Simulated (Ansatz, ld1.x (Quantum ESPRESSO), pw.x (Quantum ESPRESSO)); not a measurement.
Li (Z = 3): one change to the ultrasoft potential, in the atom and in the diamond crystal

lithium, ultrasoft, made with ld1.x (Quantum ESPRESSO) 7.5 (LDA (PW92), scalar-relativistic). Core none, reference 1s2 2s1 2p0. Waves: 1s (bound): rcut 0.90, rcutus 1.05 bohr; 2s (bound): rcut 0.90, rcutus 1.05 bohr; 2p (bound, empty): rcut 4.40, rcutus 4.65 bohr; 2p channel at 1.2 Ry: rcut 4.40, rcutus 4.65 bohr; 3d channel at -0.05 Ry: rcut 3.50, rcutus 4.30 bohr; 3d channel at 0.35 Ry: rcut 3.50, rcutus 4.30 bohr. Local part: all-electron potential smoothed inside 3.85 bohr (lloc = -1). Core correction: none. Augmentation charge: PSQ, inside the norm-conserving radii.

Change: all radii scaled by about 0.97 (s 1.02, p 4.50, d 4.16 bohr, rcut 0.88/4.26/3.38); local potential all-electron potential smoothed inside 3.72 bohr (lloc = -1).

Cutoffs, loose and tight: the cutoffs (Ry, on a coarse ladder) from which the occupation-weighted sum of valence levels, in a spherical-Bessel basis at the reference potential, stays within 10 and 1 mRy of its value at 400 Ry. They do not see the model core or the augmentation charge, which bear on the density cutoff. Test errors are all-electron minus pseudo excitation energies from the reference, over the configurations 1s2 2s0 2p0; 1s2 2s0.5 2p0; 1s2 2s0 2p1; 1s1 2s1 2p0 (two spin-polarised tests are not counted in the largest error); variants that change the core or the reference have their own tests.

Crystal test: diamond Li in pw.x 7.5, no spin, 8³ k-points, Fermi–Dirac smearing 0.01 Ry, cutoffs set for each file from its atomic test. The reference is all-electron LAPW (Ansatz 0.2.0) with the same functional, mesh and smearing; V0 and B0 come from Birch–Murnaghan fits to the pressures at five volumes. Errors are pseudo minus all-electron; Δ is the rms difference of the E(V) curves that follow from these fits, minima aligned, over ±6 % about the mean V0. Mesh and smearing are coarse, so the numbers serve the comparison and aren't converged zero-temperature values; the lattice is a test structure that the element need not adopt.

All-electron: a0 = 5.734 Å (V0 = 23.57 Å³/atom), B0 = 5.8 GPa.

Q: Does the change bring the crystal closer to the all-electron result?

A: The mean pressure error goes from -5.12 to -3.55 GPa, so the change moves the solid closer to the all-electron pressures. Neither pressure curve crosses zero within the volumes sampled, so no fits are given.

```csv
quantity,base,changed
outcome (atom),generated,generated
"cutoff, loose (atom)",50 Ry,50 Ry
"cutoff, tight (atom)",80 Ry,80 Ry
bound ghosts (atom),none,none
largest test error (meV) (atom),5 of 6 tests not solved or not reliable,+9.0 over the solved tests; 4 of 6 tests not solved or not reliable
cutoffs in pw.x (Ry),100/800,100/800
mean pressure error (GPa),-5.12,-3.55
```

Base: The largest radius (4.65 bohr) exceeds half the bond length (2.35 bohr), so the spheres overlap, which is one possible source of error among others. This is a poor potential for the solid. The pseudo pressure rises with volume over the whole range, a mechanical instability. Atomic configuration tests: 5 of 6 tests not solved or not reliable. Changed file: The largest radius (4.50 bohr) exceeds half the bond length (2.35 bohr), so the spheres overlap, which is one possible source of error among others. This is a poor potential for the solid. The pseudo pressure rises with volume over the whole range, a mechanical instability. Atomic configuration tests: 4 of 6 tests not solved or not reliable. The atomic cutoffs weigh occupied waves only.
